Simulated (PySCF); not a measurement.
A species of formula C8H8O has this rotational fingerprint, computed with PySCF, PBE0-D3(BJ)/def2-SVP geometry optimisation, gas phase:

```
Rotational constants : A = 4043, B = 1073, C = 852.7 MHz
Dipole components    : |μa| = 2.45 D, |μb| = 2.03 D, |μc| = 0.00 D
Inertial defect      : -3.16 u·Å²
κ                    : -0.86
```

Question: Which structure is it? (One computed conformer of each.)
A. `[CH:1]#[C:2][C:3]#[C:4][C@H:5]([CH3:6])[C:7]([CH3:8])=[O:9]` with C4–C5–C7–C8 -40°
B. `[CH2:1]=[C:2]1[CH:3]=[CH:4][C:5]([C:6]([CH3:7])=[O:8])=[CH:9]1` with C4–C5–C6–C7 0°
C. `[CH3:1][C:2](=[O:3])[c:4]1[cH:5][cH:6][cH:7][cH:8][cH:9]1` with C1–C2–C4–C5 1°
D. `[CH3:1][c:2]1[cH:3][cH:4][c:5]([CH:6]=[O:7])[cH:8][cH:9]1` with C4–C5–C6–O7 0° (p-tolualdehyde)

Answer: B. It is C=C1C=CC(C(C)=O)=C1, an asymmetric top, point group Cs. The candidates at the same level (rigid rotor, commonest isotopes):

```json
{"SMILES": "CC(=O)c1ccccc1", "A (MHz)": "3697", "B (MHz)": "1219", "C (MHz)": "922.1", "μa (D)": "1.81", "μb (D)": "2.31", "μc (D)": "0.00", "Δ (u·Å²)": "-3.17", "point group": "Cs", "rotor": "asymmetric top"}
{"SMILES": "C#CC#C[C@H](C)C(C)=O", "A (MHz)": "3274", "B (MHz)": "791.2", "C (MHz)": "667.0", "μa (D)": "1.29", "μb (D)": "0.51", "μc (D)": "1.23", "Δ (u·Å²)": "-35.47", "point group": "C1", "rotor": "near-prolate asymmetric top"}
{"SMILES": "Cc1ccc(C=O)cc1", "A (MHz)": "4992", "B (MHz)": "987.7", "C (MHz)": "828.9", "μa (D)": "3.51", "μb (D)": "1.25", "μc (D)": "0.06", "Δ (u·Å²)": "-3.18", "point group": "–", "rotor": "near-prolate asymmetric top"}
{"SMILES": "C=C1C=CC(C(C)=O)=C1", "A (MHz)": "4043", "B (MHz)": "1073", "C (MHz)": "852.7", "μa (D)": "2.45", "μb (D)": "2.03", "μc (D)": "0.00", "Δ (u·Å²)": "-3.16", "point group": "Cs", "rotor": "asymmetric top"}
```

`Cc1ccc(C=O)cc1` has A 23 % too high; `CC(=O)c1ccccc1` has B 14 % too high; `C#CC#C[C@H](C)C(C)=O` has B 26 % too low. In the right answer the mirror of this Cs structure is the ab plane, so μc vanishes by symmetry. No structure here is proved a minimum.
